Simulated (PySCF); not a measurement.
**Shieldings and the share of exact exchange**

Molecule: `N#P`, NP.

Geometry (Å), atoms numbered from 1 in this order:
```xyz
2

N     0.7470   -0.0061   -0.0053
P    -0.7415    0.0086   -0.0230
```

GIAO shieldings (ppm, equivalent atoms averaged) in PySCF 2.14.0 with density-fitted response routines on the PBE0-D3(BJ)/def2-SVP geometry, basis pcSseg-2, gas phase, non-relativistic:

```tsv
functional	exact exchange (%)	σ(N1)	σ(P2)
BLYP	0	-419.4	-42.3
BP86	0	-411.0	-37.8
PBE	0	-413.3	-39.1
B3LYP	20	-438.0	-62.3
PBE0	25	-436.1	-61.3
mPW1PW91	25	-438.7	-63.5
HF	100	-492.2	-96.1
```

**Question.** Fit each shielding as a line in the percentage of exact exchange.

**Answer.** σ(N1) = -416.8 − 0.77 x (rms 3.7 ppm); σ(P2) = -43.9 − 0.56 x (rms 5.0 ppm). The functionals also differ in their semilocal parts, which the line can't hold; Hartree–Fock has no correlation at all.

**Question.** What does the line predict for BHandHLYP (50 %), and what does the run give?

**Answer.** σ(N1): -455.3 predicted, -461.9 computed; σ(P2): -71.9 predicted, -83.0 computed ppm.
